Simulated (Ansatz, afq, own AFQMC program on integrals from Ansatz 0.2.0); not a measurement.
Integrals from Ansatz 0.2.0, then the random walk in our own AFQMC program (afq).

```yaml
crystal:
  periodic: [false, false, false]
  atoms:
    - {symbol: Al, position_ang: [0.000000, 0.000000, 0.653528]}
    - {symbol: O, position_ang: [0.000000, 0.000000, -1.093006]}
    - {symbol: H, position_ang: [0.000000, -1.622098, -0.072304]}
    - {symbol: H, position_ang: [0.000000, 1.622098, -0.072304]}
basis:
  gaussian: {orbitals: cc-pVDZ}
magnetization: {spin_polarized: true, initial_magnetization: 3}
correlation: {method: ccsd_t, electrons: outside_noble_gas, hamiltonian_folder: ham}
```

```sh
$ ansatz run in.yaml --threads 1 --pin off --events-out ev --progress --plain --max-ram 23808MiB --backend cuda --devices 0, --max-vram 18GiB
```

Options of the walk:

```
--method phaseless --trial hf --walkers 4000 --populations 20 --least-time 40 --time-step 0.005 --steps-per-block 20 --equilibration-blocks 112 --max-blocks 4000 --target-error 0.001 --factor-cut 1e-05 --start spin_pure --seed 7608 --taylor-order 6
```

Times are imaginary, in 1/Eh. The walk had a cap of 49 s. With eight or more populations the least sampling time is a fifth of least-time, and the error comes from their spread.

afq prints:

```
orbitals 36  electrons 7 4  factors 266 of 397
reference energy -317.74912119 Eh
CCSD correlation -0.24326437 Eh in 15 cycles, weight of the determinant in the CISD state 0.8389
energy of the start -317.750691 Eh
 block  time / (1/Eh)  mean weight  energy / Eh
     1     0.100  1.0014  -317.816067
     2     0.200  1.0017  -317.859140
     3     0.300  1.0019  -317.887062
     4     0.400  1.0013  -317.909275
     5     0.500  1.0015  -317.925018
     8     0.800  1.0008  -317.952758
    11     1.100  1.0005  -317.963867
    21     2.100  1.0005  -317.983645
    26     2.600  1.0003  -317.987994
    41     4.100  1.0004  -318.001327
    56     5.600  0.9997  -317.992077
    71     7.100  1.0001  -317.992518
    86     8.600  1.0005  -317.992852
   101    10.100  1.0002  -317.994556
   116    11.600  1.0003  -317.994887
   131    13.100  0.9999  -317.997823
   146    14.600  0.9994  -318.000682
   161    16.100  1.0002  -317.995516
   176    17.600  1.0000  -317.997815
   191    19.100  1.0000  -317.994096
   201    20.100  0.9997  -317.994243
error from the spread of 20 populations
energy -317.994792 +/- 0.000911 Eh
(rows thinned)
```

The run passed its tests (sampling time, drift between the halves within three errors, error under three times the target), which doesn't prove that it has relaxed.

Against this walk (error 24.8 meV) on the same determinant: CCSD(T) 152.3 meV lower, CCSDT(Q) 235.7 meV lower, a separate phaseless walk with a CISD trial and standard settings 160.5 ± 25.2 meV lower. The error is statistical and leaves out the bias of the constraint. None of these is a sure reference here.

Cautions: constraint bias not in the error; another spin lies lower; strong correlation (T1 0.050, weight of the determinant 0.84, largest double 0.07); unrestricted determinant slightly spin contaminated (⟨S²⟩ 3.83 against 3.75).

The walk took 17 s on 1 × NVIDIA H100 80GB HBM3 with 2 threads of AMD EPYC 7R13 Processor (Zen 3) (shared host) (the card was shared). The log's last line is the phaseless energy.

CCSDT and higher add their correlation energy to the determinant of the CCSD(T) run, since their own runs factorise the integrals more tightly (a shift of under 2 meV). A walk keeps the symmetry of its determinant, which the program's search chose and which needn't be the lowest solution, so a lower state of the same spin and another symmetry isn't excluded.
